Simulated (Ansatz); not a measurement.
Born–Oppenheimer molecular dynamics of H$_{6}$OSi$_{2}$ (9 atoms, charge 0, multiplicity 1). It goes on from the last frame of an earlier run, with new velocities.

Theory: Ansatz, RKS PBE-D4/def2-SVP.

* ensemble: NVT, Nosé–Hoover chain
* time step: 0.5 fs
* steps asked: 100
* set temperature: 300 K
* thermostat: time constant 50 fs, chain length 3
* seed: 983093

Frames 0.5 fs apart, positions in Å, forces in eV/Å.

Velocities at 20 fs (Å/ps):

```
Si -1.86 -1.85 1.11
H -3.21 -8.02 -2.59
O 11.30 -0.55 -2.96
Si -2.64 0.44 0.64
H -18.94 -22.88 15.64
H -2.86 31.09 -14.40
H -15.90 14.12 -2.78
H -22.98 24.67 0.72
H 9.83 9.00 1.69
```

```xyz
9
Properties=species:S:1:pos:R:3:forces:R:3 time_fs=20 energy_less_start_eV=-0.170 T=391
Si -0.097 -0.021 -0.021 1.93 0.86 1.92
H -0.026 -0.308 1.478 -0.22 -0.49 -0.28
O 1.413 -0.180 -0.718 0.46 -1.22 -0.10
Si 2.528 -1.437 -0.864 0.37 -0.31 -1.38
H 2.110 -2.855 -1.420 -0.27 0.91 0.60
H 3.384 -0.938 -2.000 0.22 -0.05 0.23
H 3.326 -1.659 0.377 -0.04 0.04 0.24
H -0.071 1.432 0.085 -0.98 0.96 -0.43
H -0.997 -0.865 -0.715 -1.46 -0.69 -0.80
9
Properties=species:S:1:pos:R:3:forces:R:3 time_fs=20.5 energy_less_start_eV=-0.182 T=402
Si -0.098 -0.022 -0.021 2.13 1.18 1.89
H -0.028 -0.312 1.476 -0.21 -0.48 -0.27
O 1.419 -0.180 -0.720 0.14 -1.07 0.01
Si 2.526 -1.437 -0.864 0.45 -0.37 -1.59
H 2.100 -2.865 -1.411 -0.21 1.01 0.61
H 3.383 -0.922 -2.007 0.14 -0.17 0.34
H 3.318 -1.651 0.376 0.03 0.01 0.32
H -0.084 1.445 0.085 -0.94 0.66 -0.44
H -0.994 -0.862 -0.715 -1.53 -0.76 -0.87
9
Properties=species:S:1:pos:R:3:forces:R:3 time_fs=21 energy_less_start_eV=-0.201 T=419
Si -0.098 -0.023 -0.020 2.25 1.44 1.80
H -0.030 -0.318 1.474 -0.20 -0.47 -0.25
O 1.425 -0.181 -0.721 -0.18 -0.92 0.12
Si 2.525 -1.437 -0.864 0.53 -0.42 -1.77
H 2.090 -2.873 -1.401 -0.16 1.09 0.60
H 3.382 -0.907 -2.013 0.07 -0.28 0.44
H 3.310 -1.644 0.376 0.10 -0.02 0.38
H -0.099 1.460 0.084 -0.90 0.35 -0.45
H -0.995 -0.860 -0.717 -1.52 -0.77 -0.88
9
Properties=species:S:1:pos:R:3:forces:R:3 time_fs=21.5 energy_less_start_eV=-0.225 T=443
Si -0.099 -0.023 -0.019 2.27 1.62 1.64
H -0.033 -0.325 1.471 -0.19 -0.45 -0.22
O 1.430 -0.181 -0.723 -0.49 -0.75 0.23
Si 2.524 -1.437 -0.864 0.62 -0.46 -1.90
H 2.079 -2.878 -1.390 -0.12 1.13 0.58
H 3.382 -0.893 -2.018 0.01 -0.37 0.52
H 3.303 -1.637 0.377 0.16 -0.04 0.43
H -0.116 1.476 0.081 -0.84 0.04 -0.45
H -0.999 -0.860 -0.721 -1.43 -0.71 -0.83
9
Properties=species:S:1:pos:R:3:forces:R:3 time_fs=22 energy_less_start_eV=-0.254 T=471
Si -0.099 -0.024 -0.018 2.21 1.72 1.42
H -0.036 -0.333 1.467 -0.17 -0.43 -0.19
O 1.436 -0.182 -0.724 -0.80 -0.58 0.33
Si 2.523 -1.437 -0.864 0.71 -0.49 -1.98
H 2.068 -2.881 -1.377 -0.08 1.15 0.55
H 3.381 -0.880 -2.022 -0.03 -0.46 0.59
H 3.296 -1.631 0.378 0.20 -0.07 0.46
H -0.135 1.492 0.078 -0.77 -0.25 -0.45
H -1.006 -0.862 -0.727 -1.27 -0.60 -0.73
9
Properties=species:S:1:pos:R:3:forces:R:3 time_fs=22.5 energy_less_start_eV=-0.285 T=501
Si -0.099 -0.024 -0.017 2.08 1.76 1.15
H -0.040 -0.342 1.464 -0.15 -0.41 -0.15
O 1.441 -0.183 -0.726 -1.10 -0.41 0.43
Si 2.522 -1.437 -0.864 0.81 -0.51 -2.01
H 2.057 -2.881 -1.363 -0.05 1.15 0.51
H 3.380 -0.868 -2.025 -0.06 -0.54 0.63
H 3.289 -1.624 0.381 0.24 -0.08 0.47
H -0.155 1.507 0.074 -0.70 -0.51 -0.44
H -1.017 -0.865 -0.735 -1.06 -0.43 -0.59
9
Properties=species:S:1:pos:R:3:forces:R:3 time_fs=23 energy_less_start_eV=-0.316 T=530
Si -0.099 -0.024 -0.015 1.90 1.73 0.84
H -0.044 -0.352 1.459 -0.13 -0.39 -0.11
O 1.447 -0.184 -0.727 -1.39 -0.24 0.51
Si 2.521 -1.437 -0.865 0.92 -0.52 -1.98
H 2.046 -2.878 -1.348 -0.03 1.11 0.46
H 3.380 -0.857 -2.025 -0.08 -0.61 0.66
H 3.283 -1.617 0.385 0.26 -0.10 0.46
H -0.177 1.521 0.068 -0.62 -0.73 -0.43
H -1.030 -0.869 -0.745 -0.82 -0.25 -0.42
9
Properties=species:S:1:pos:R:3:forces:R:3 time_fs=23.5 energy_less_start_eV=-0.343 T=556
Si -0.099 -0.025 -0.014 1.68 1.66 0.53
H -0.048 -0.362 1.455 -0.11 -0.37 -0.07
O 1.452 -0.185 -0.728 -1.67 -0.06 0.60
Si 2.520 -1.437 -0.866 1.03 -0.52 -1.90
H 2.035 -2.872 -1.332 -0.02 1.05 0.40
H 3.378 -0.847 -2.025 -0.08 -0.67 0.67
H 3.277 -1.611 0.390 0.26 -0.11 0.43
H -0.201 1.533 0.062 -0.53 -0.93 -0.41
H -1.045 -0.874 -0.755 -0.56 -0.05 -0.24
9
Properties=species:S:1:pos:R:3:forces:R:3 time_fs=24 energy_less_start_eV=-0.366 T=576
Si -0.099 -0.024 -0.013 1.46 1.57 0.21
H -0.053 -0.374 1.450 -0.09 -0.35 -0.02
O 1.456 -0.186 -0.729 -1.93 0.11 0.67
Si 2.519 -1.437 -0.866 1.14 -0.51 -1.77
H 2.024 -2.864 -1.315 -0.02 0.95 0.33
H 3.377 -0.840 -2.022 -0.08 -0.71 0.65
H 3.272 -1.605 0.395 0.26 -0.12 0.37
H -0.226 1.542 0.054 -0.44 -1.08 -0.38
H -1.061 -0.878 -0.766 -0.30 0.14 -0.07
9
Properties=species:S:1:pos:R:3:forces:R:3 time_fs=24.5 energy_less_start_eV=-0.383 T=590
Si -0.098 -0.024 -0.011 1.23 1.45 -0.10
H -0.058 -0.386 1.446 -0.07 -0.33 0.02
O 1.461 -0.187 -0.730 -2.16 0.27 0.74
Si 2.518 -1.437 -0.867 1.25 -0.47 -1.60
H 2.013 -2.854 -1.297 -0.03 0.83 0.26
H 3.376 -0.834 -2.018 -0.06 -0.74 0.62
H 3.268 -1.600 0.402 0.24 -0.12 0.30
H -0.251 1.550 0.046 -0.35 -1.20 -0.35
H -1.078 -0.883 -0.777 -0.05 0.31 0.10
9
Properties=species:S:1:pos:R:3:forces:R:3 time_fs=25 energy_less_start_eV=-0.394 T=598
Si -0.097 -0.024 -0.010 1.02 1.32 -0.38
H -0.063 -0.400 1.442 -0.06 -0.30 0.06
O 1.465 -0.188 -0.731 -2.38 0.44 0.80
Si 2.518 -1.437 -0.869 1.36 -0.42 -1.38
H 2.002 -2.841 -1.279 -0.05 0.68 0.18
H 3.374 -0.830 -2.013 -0.02 -0.76 0.57
H 3.265 -1.594 0.410 0.22 -0.12 0.21
H -0.278 1.554 0.037 -0.26 -1.29 -0.31
H -1.095 -0.887 -0.787 0.17 0.45 0.25
9
Properties=species:S:1:pos:R:3:forces:R:3 time_fs=25.5 energy_less_start_eV=-0.401 T=600
Si -0.097 -0.023 -0.009 0.82 1.18 -0.63
H -0.068 -0.413 1.437 -0.04 -0.27 0.08
O 1.468 -0.189 -0.732 -2.57 0.59 0.86
Si 2.517 -1.437 -0.870 1.47 -0.35 -1.13
H 1.990 -2.828 -1.260 -0.08 0.50 0.09
H 3.373 -0.827 -2.006 0.02 -0.76 0.50
H 3.262 -1.589 0.418 0.19 -0.13 0.12
H -0.305 1.555 0.027 -0.18 -1.34 -0.27
H -1.111 -0.889 -0.797 0.37 0.57 0.38
```

Of the whole run (50 fs, mean temperature of the second half 464 K): The conserved energy stayed within 0.17 meV per atom of its start (net change -0.15 meV per atom), so the integration is sound. The mean temperature of the second half is 55 % above the set value. A run of 0.05 ps of so small a system gives no equilibrium averages.

Time of the run: 3.5 min on 1 thread of Arm Neoverse V1, on a shared host, peak memory 0.14 GiB.
